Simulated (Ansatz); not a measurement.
# SiH4S (sulfanylsilane) at CCSDTQ/STO-3G

Aim: the energy change on altering one bond length of SiH4S (sulfanylsilane) at CCSDTQ/STO-3G, from 2 runs. 

The results are computed with Ansatz 0.2.0.

45 further runs of the same task are left out: 1 that didn't finish, 44 set aside as unsound or not needed.

**1. The system as given**

SiH4S: 6 atoms, total charge 0, spin state singlet. SMILES: `[SiH3]S`. The coordinates come from a PBE0-D4/def2-TZVP relaxation.

Bond lengths: Si1–S2 2.137 Å, Si1–H3 1.485 Å, Si1–H4 1.482 Å, Si1–H5 1.485 Å, S2–H6 1.344 Å. Angles: Si1–S2–H6 94.7°, S2–Si1–H3 111.6°, S2–Si1–H4 104.8°, S2–Si1–H5 111.6°, H3–Si1–H4 110.0°, H3–Si1–H5 108.8°, H4–Si1–H5 110.0°.

**2. The energy at CCSDTQ/STO-3G**

The input, input.yaml:

```yaml
basis:
  gaussian: {orbitals: STO-3G}
crystal:
  periodic: [false, false, false]
  atoms:
    - {symbol: Si, position_ang: [-0.169800, -0.263400, -0.436000]}
    - {symbol: S, position_ang: [0.907300, -0.012600, 1.392800]}
    - {symbol: H, position_ang: [-1.629800, -0.074300, -0.241600]}
    - {symbol: H, position_ang: [0.108600, -1.658300, -0.852500]}
    - {symbol: H, position_ang: [0.299800, 0.681200, -1.481100]}
    - {symbol: H, position_ang: [0.526100, 1.263300, 1.572300]}
scf: {omitted_lower_state_checks: [cluster_reference, increment]}
correlation: {method: ccsdtq, frozen_orbitals: {H: 0, S: 5, Si: 5}}
accuracy: high
total_charge: 0
```

Launch:

```sh
ansatz run input.yaml --threads 1 --pin off --max-ram 2610MiB --events-out events.jsonl --progress --plain --runs-dir runs
```

Output (excerpt; [...] marks lines left out):

```text
Warning: RAYON_NUM_THREADS=1 ignored (pool sized by the plan → 1); use --threads N
Functional definition: HF
  name "HF"
[...]
388 factors; integrals over basis functions are off by at most 1.9e-8 eV
[...]
mean field -18533.96670180 eV, -681.1107135172 hartree, gradient 2.8e-8 eV, S^2 0.000000; 0 other end points of the search recorded, 0 dependent functions left out
10 core orbitals not correlated: weight in the atoms' cores, before any rotation towards them, 1.000 or more for the frozen orbitals, at most 0.000 for the correlated occupied ones
reference -18533.96670180 eV, -681.1107135172 hartree; 7, 7 occupied and 5, 5 virtual orbitals, 388 factors
second order -1.76216336 eV of doubles, -0.00000000 eV of singles
cycle   1  -2.27590287 eV  change   -5.1e-1 eV  update   6.2e-2
[...]
cycle  20  -2.58151194 eV  change  -5.1e-10 eV  update  5.1e-10
Total energy: -18536.54821374 eV, -681.2055823312 hartree
Checks for a lower state left out: cluster_reference, increment
```

Run time: 2.5 s. Hardware: 1 thread of Arm Neoverse V2, shared host; peak memory 0.1 GiB.

**3. The distorted shape**

The input, input.yaml:

```yaml
crystal:
  periodic: [false, false, false]
  atoms:
    - {symbol: Si, position_ang: [-0.074497, -0.582384, -0.480876]}
    - {symbol: S, position_ang: [1.002603, -0.331584, 1.347924]}
    - {symbol: H, position_ang: [-1.534497, -0.393284, -0.286476]}
    - {symbol: H, position_ang: [0.203903, -1.977284, -0.897376]}
    - {symbol: H, position_ang: [0.395103, 0.362216, -1.525976]}
    - {symbol: H, position_ang: [0.526100, 1.263300, 1.572300]}
basis:
  gaussian: {orbitals: STO-3G}
magnetization: {spin_polarized: false, initial_magnetization: 0}
correlation: {method: ccsdtq, frozen_orbitals: {H: 0, S: 5, Si: 5}}
accuracy: high
scf: {omitted_lower_state_checks: [cluster_reference, increment]}
```

Launch:

```sh
ansatz run input.yaml --threads 1 --pin off --max-ram 2610MiB --events-out events.jsonl --progress --plain --runs-dir runs
```

Output (excerpt; [...] marks lines left out):

```text
Warning: RAYON_NUM_THREADS=1 ignored (pool sized by the plan → 1); use --threads N
[... 2 set-up lines as earlier in the session ...]
[...]
388 factors; integrals over basis functions are off by at most 1.6e-8 eV
[...]
mean field -18532.49040186 eV, -681.0564604953 hartree, gradient 4.9e-8 eV, S^2 0.000000; 0 other end points of the search recorded, 0 dependent functions left out
10 core orbitals not correlated: weight in the atoms' cores, before any rotation towards them, 1.000 or more for the frozen orbitals, at most 0.000 for the correlated occupied ones
reference -18532.49040186 eV, -681.0564604953 hartree; 7, 7 occupied and 5, 5 virtual orbitals, 388 factors
second order -2.07206582 eV of doubles, -0.00000000 eV of singles
cycle   1  -2.70310868 eV  change   -6.3e-1 eV  update   7.5e-2
[...]
cycle  21  -3.11338793 eV  change  -7.1e-11 eV  update  5.3e-10
Total energy: -18535.60378979 eV, -681.1708753915 hartree
Checks for a lower state left out: cluster_reference, increment
```

Run time: 2.6 s. Hardware: 1 thread of Arm Neoverse V2, shared host; peak memory 0.1 GiB.

**4. What came out**

Level: CCSDTQ/STO-3G, 10 core orbitals frozen.

```
                                                         quantity          value
                                        first shape: total energy  -681.20558 Eh
        first shape: correlation energy (10 core orbitals frozen)      -94.9 mEh
                                       first shape: T1 diagnostic          0.005
                                    distorted shape: total energy  -681.17088 Eh
    distorted shape: correlation energy (10 core orbitals frozen)     -114.4 mEh
                                   distorted shape: T1 diagnostic          0.006
energy change with the S2–H6 bond stretched from 1.344 to 1.680 Å       0.944 eV
```

In words: With the S2–H6 bond stretched from 1.344 to 1.680 Å the energy rises by 0.94 eV (91.1 kJ/mol). The first shape isn't relaxed at this level, so the change isn't measured from a minimum. The minimal basis adds a large error of its own.
